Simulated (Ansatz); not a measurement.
**How methods differ on SiH4S (sulfanylsilane)**

The species is SiH4S (6 atoms), meant as a singlet with charge 0. SMILES: `[SiH3]S`. The coordinates come from a PBE0-D4/def2-TZVP relaxation.

```xyz
6

Si   -0.1698   -0.2634   -0.4360
S     0.9073   -0.0126    1.3928
H    -1.6298   -0.0743   -0.2416
H     0.1086   -1.6583   -0.8525
H     0.2998    0.6812   -1.4811
H     0.5261    1.2633    1.5723
```

Quantity: the energy change with the S2–H6 bond stretched from 1.344 to 2.687 Å, in eV. The values are calculated.

| level | kind | program | value (eV) | less FCI/STO-3G | CPU time (all runs) |
| --- | --- | --- | --- | --- | --- |
| SVWN5/STO-3G (restricted) | LDA | Ansatz | 5.42 | +1.48 | 1.4 s |
| PBE/STO-3G (restricted) | GGA | Ansatz | 5.16 | +1.22 | 2.2 s |
| revPBE/STO-3G (restricted) | GGA | Ansatz | 5.06 | +1.12 | 2.2 s |
| CAM-B3LYP/STO-3G (restricted) | range-separated hybrid | Ansatz | 6.21 | +2.27 | 2.4 s |
| BCCD(T)/STO-3G (restricted) | coupled cluster or CI | Ansatz | 3.94 | 0.00 | 0.34 s |
| CCSDT(Q)/STO-3G (restricted) | coupled cluster or CI | Ansatz | 3.94 | 0.00 | 0.49 s |
| CCSDTQ/STO-3G (restricted) | coupled cluster or CI | Ansatz | 3.94 | 0.00 | 6.1 s |
| FCI/STO-3G | exact in the basis | Ansatz | 3.94 | 0.00 | 4.6 s |

FCI/STO-3G is exact within its basis and frozen core, so for wave-function methods in that basis the difference is their error; functionals converge differently with the basis, so for them it is only a difference. The first shape isn't each level's own minimum. The values span 3.94 to 6.21 eV. All rows use very small basis sets, so even the best lies far from the true value. Times are those of the runs behind each value, whatever else they computed, on shared processors of several kinds: orders of magnitude only.
